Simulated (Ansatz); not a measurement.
**[AlH3]− (SMILES [AlH3-]) at 6 levels**

Wanted: a comparison of 6 runs (U-revPBE/3-21G, UHSE06/3-21G, UBHLYP/6-31G*, RPA@PBE/3-21G, UMP2/3-21G, UCCSDTQ/3-21G) of [AlH3]−. 

Program for the calculation: Ansatz 0.2.0.

## 1. The molecule

[AlH3]− has 4 atoms, charge -1, and is taken as a doublet. SMILES: `[AlH3-]`. The H2–Al1 distance was set to 2.526 Å, away from the relaxed value. At this shape a bond of the SMILES string is far longer than usual.

Bond lengths: Al1–H3 1.685 Å, Al1–H4 1.685 Å. Angles: H3–Al1–H4 101.1°.

## 2. A single-point energy at U-revPBE/3-21G (run 1)

job.yaml

```yaml
crystal:
  periodic: [false, false, false]
  atoms:
    - {symbol: Al, position_ang: [-0.477563, 0.305984, -1.073142]}
    - {symbol: H, position_ang: [0.471920, 0.754070, 1.224440]}
    - {symbol: H, position_ang: [-1.666613, -0.833226, -0.715382]}
    - {symbol: H, position_ang: [0.722747, -0.674926, -1.733572]}
basis:
  gaussian:
    orbitals: 3-21G.json
hamiltonian:
  xc: {name: revPBE}
magnetization:
  spin_polarized: true
  initial_magnetization: 1
accuracy: high
total_charge: -1
```

The basis set 3-21G is read from a file made from the Basis Set Exchange's data (not shown).

Started as:

```console
$ ansatz run job.yaml --threads 1 --pin off --max-ram 2610MiB --events-out events.jsonl --progress --plain --runs-dir runs
```

What it wrote:

```text
Warning: RAYON_NUM_THREADS=1 ignored (pool sized by the plan → 1); use --threads N
Functional definition: revPBE
  name "revPBE"
  parameter kappa = 1.245
  parameter beta = 0.06672455060314922
  exchange = pbe_x(kappa = kappa, mu = beta*pi^2/3)
  correlation = pbe_c(beta = beta)
369 factors; integrals over basis functions are off by at most 2.6e-9 eV
mean field evaluation 1: about -6604.3181 eV, gradient 9.0e0 eV
mean field evaluation 2: about -6599.2224 eV, gradient 1.7e1 eV
mean field evaluation 4: about -6605.3021 eV, gradient 9.1e-1 eV
mean field evaluation 8: about -6605.3091 eV, gradient 1.2e-2 eV
mean field evaluation 16: about -6605.3091 eV, gradient 7.0e-6 eV
mean field -6605.30912038 eV, -242.7406329345 hartree, gradient 3.6e-9 eV, S^2 0.750778; 1 other end points of the search recorded, 0 dependent functions left out
reference -6605.30912450 eV, -242.7406330860 hartree; 9, 8 occupied and 10, 11 virtual orbitals, 369 factors
Total energy: -6605.30912450 eV, -242.7406330860 hartree
```

Run time: 1.4 s. Hardware: 1 thread of Arm Neoverse V2, shared host; peak memory 0.11 GiB.

## 3. The energy at UHSE06/3-21G (run 2)

in.yaml

```yaml
crystal:
  periodic: [false, false, false]
  atoms:
    - {symbol: Al, position_ang: [-0.477563, 0.305984, -1.073142]}
    - {symbol: H, position_ang: [0.471920, 0.754070, 1.224440]}
    - {symbol: H, position_ang: [-1.666613, -0.833226, -0.715382]}
    - {symbol: H, position_ang: [0.722747, -0.674926, -1.733572]}
basis:
  gaussian:
    orbitals: 3-21G.json
accuracy: high
magnetization:
  spin_polarized: true
  initial_magnetization: 1
total_charge: -1
hamiltonian:
  xc: {name: HSE06}
```

The basis set 3-21G is read from a file made from the Basis Set Exchange's data (not shown).

Started as:

```console
$ ansatz run in.yaml --threads 1 --pin off --max-ram 2610MiB --events-out events.jsonl --progress --plain --runs-dir runs
```

What it wrote:

```text
Warning: RAYON_NUM_THREADS=1 ignored (pool sized by the plan → 1); use --threads N
Functional definition: HSE06
  name "HSE06"
  parameter a = 0.25
  parameter omega = 0.11/bohr
  exchange = pbe_x - a*pbe_x_sr(omega) + a*exact_x_sr(omega)
  correlation = pbe_c
369 factors; integrals over basis functions are off by at most 2.6e-9 eV
82 factors; integrals over basis functions are off by at most 8.0e-10 eV
mean field evaluation 1: about -6602.5426 eV, gradient 7.0e0 eV
mean field evaluation 2: about -6601.5182 eV, gradient 1.0e1 eV
mean field evaluation 4: about -6603.2118 eV, gradient 3.0e-1 eV
mean field evaluation 8: about -6603.2108 eV, gradient 8.9e-3 eV
mean field evaluation 16: about -6603.2108 eV, gradient 7.6e-6 eV
mean field -6603.21075791 eV, -242.6635195361 hartree, gradient 3.3e-8 eV, S^2 0.750752; 2 other end points of the search recorded, 0 dependent functions left out
reference -6603.21076121 eV, -242.6635196576 hartree; 9, 8 occupied and 10, 11 virtual orbitals, 369 factors
Total energy: -6603.21076121 eV, -242.6635196576 hartree
```

Run time: 1.8 s. Hardware: 1 thread of Arm Neoverse V2, shared host; peak memory 0.11 GiB.

Runs 3 to 5 aren't shown in full; the table further down has their settings and results.

## 4. A single-point energy at UCCSDTQ/3-21G (run 6)

in.yaml: that of step 3 with these lines changed.

```diff
@@ -8,10 +8,7 @@
 basis:
-  gaussian:
-    orbitals: 3-21G.json
+  gaussian: {orbitals: 3-21G.json}
+total_charge: -1
+magnetization: {spin_polarized: true, initial_magnetization: 1}
+correlation: {method: ccsdtq, frozen_orbitals: {Al: 5, H: 0}}
 accuracy: high
-magnetization:
-  spin_polarized: true
-  initial_magnetization: 1
-total_charge: -1
-hamiltonian:
-  xc: {name: HSE06}
+scf: {omitted_lower_state_checks: [cluster_reference, increment]}
```

The basis set 3-21G is read from a file made from the Basis Set Exchange's data (not shown).

Started as:

```console
$ ansatz run in.yaml --threads 1 --pin off --max-ram 2610MiB --events-out events.jsonl --progress --plain --runs-dir runs
```

What it wrote:

```text
Warning: RAYON_NUM_THREADS=1 ignored (pool sized by the plan → 1); use --threads N
[... 13 lines left out ...]
5 core orbitals not correlated: weight in the atoms' cores, before any rotation towards them, 1.000 or more for the frozen orbitals, at most 0.000 for the correlated occupied ones
[... 30 lines left out ...]
Total energy: -6593.00024333 eV, -242.2882900463 hartree
Checks for a lower state left out: cluster_reference, increment
```

It took 7.8 s on 1 thread of Arm Neoverse V2, shared host; peak memory 0.1 GiB.

## 5. Overview of the runs

| run | level | frozen core orbitals | energy (Eh) | ⟨S²⟩ | wall time |
| --- | --- | --- | --- | --- | --- |
| 1 | U-revPBE/3-21G | – | -242.740633 | 0.751 | 1.4 s |
| 2 | UHSE06/3-21G | – | -242.663520 | 0.751 | 1.8 s |
| 3 | UBHLYP/6-31G* (spherical functions) | – | -244.117590 | 0.761 | 2.1 s |
| 4 | RPA@PBE/3-21G | 5 | -242.330738 | 0.751 | 1.4 s |
| 5 | UMP2/3-21G | 5 | -242.260830 | 0.769 | 0.12 s |
| 6 | UCCSDTQ/3-21G | 5 | -242.288290 | 0.769 | 7.8 s |

## 6. What came out

```
                                          quantity          value
                               run 6: total energy  -242.28829 Eh
run 6: correlation energy (5 core orbitals frozen)      -73.5 mEh
          run 6: ⟨S²⟩ of the reference determinant          0.769
                              run 6: T1 diagnostic          0.036
```

What this shows: Totals of different functionals can't be ranked against each other. All runs together took 15 s, the longest 7.8 s.
